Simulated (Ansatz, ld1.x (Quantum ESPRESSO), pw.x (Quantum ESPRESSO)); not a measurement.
# Equation-of-state test of one RRKJ potential (calcium)

ld1.x (Quantum ESPRESSO) 7.5 input, shortened:

```
&input
   title='Ca', zed=20., rel=1, dft='PBESOL', iswitch=3,
   config='[Ar] 3d0 4s2 4p0'
 /
 &inputp
   pseudotype=2, tm=.false., rho0=0.001, lloc=0,
   nlcc=.true., new_core_ps=.true.
 /
3
4P  2  1   0.00   0.00  4.15  4.15  0.0
3D  3  2   0.00   0.00  2.70  2.70  0.0
4S  1  0   2.00   0.00  3.00  3.00  0.0
 &test
   configts(1)='3d0 4s2 4p0'
 /
```

Crystal test: diamond Ca in pw.x 7.5, no spin, 8³ k-points, Fermi–Dirac smearing 0.01 Ry, cutoffs 50/200 Ry. The reference is all-electron LAPW (Ansatz 0.2.0) with the same functional, mesh and smearing; V0 and B0 come from Birch–Murnaghan fits to the pressures at five volumes. Errors are pseudo minus all-electron; Δ is the rms difference of the E(V) curves that follow from these fits, minima aligned, over ±6 % about the mean V0. Mesh and smearing are coarse, so the numbers serve the comparison and aren't converged zero-temperature values; the lattice is a test structure that the element need not adopt.

```
V (Å³/atom)  P all-electron (GPa)  P pseudo (GPa)
     70.822                  0.24            0.26
     72.685                  0.11            0.13
     74.549                 -0.01            0.01
     76.413                 -0.11           -0.10
     78.276                 -0.21           -0.20
```

All-electron: a0 = 8.414 Å (V0 = 74.45 Å³/atom), B0 = 4.5 GPa.

Pseudopotential: mean pressure error (GPa): +0.02; a0 (Å): 8.423; a0 error (%): +0.11; B0 error (%): +2.7; Δ (meV/atom): 0.3. The largest radius (4.15 bohr) exceeds half the bond length (3.44 bohr), so the spheres overlap, which is one possible source of error among others.

Q: At the middle volume, how do free energy and pressure move when the wave cutoff is lowered (ecutrho kept at four times it)?

A:

```csv
cutoff (Ry),shift of F (meV/atom),shift of P (GPa)
22,+1.7,-0.04
30,+0.3,-0.00
40,+0.0,+0.00
```

The run at the middle volume (29 k-points, 10 iterations) took about 74 s on one core of a shared host (Neoverse-N1, 64 threads, 124 GiB, load 62).
